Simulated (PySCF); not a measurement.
Computed IR spectrum (relative IR intensity) of a molecule C4H8. Geometry optimised at PBE0-D3(BJ)/def2-SVP. One conformer was computed; it need not be the lowest. Computed with PBE0-D3(BJ)/def2-SVP (PySCF). Harmonic, unscaled wavenumbers; measured fundamentals usually lie a few per cent lower.

ν (cm⁻¹): 211 (vw), 437 (vw), 445 (m), 918 (vs), 1069 (w), 1091 (vw), 1299 (vw), 1384 (vw), 1405 (m), 1417 (vw), 1449 (w), 1458 (s), 1470 (m), 1754 (s), 3038 (m), 3042 (s), 3115 (s), 3159 (w), 3164 (s), 3258 (m) (against the strongest line: vs over 80 %, s over 45 %, m over 15 %, w over 4 %, vw less)

Problem. Which molecule gave these data?
A. C=C(C)C
B. C/C=C\C
C. C=CCC
D. C1CCC1

Solution. A, C=C(C)C
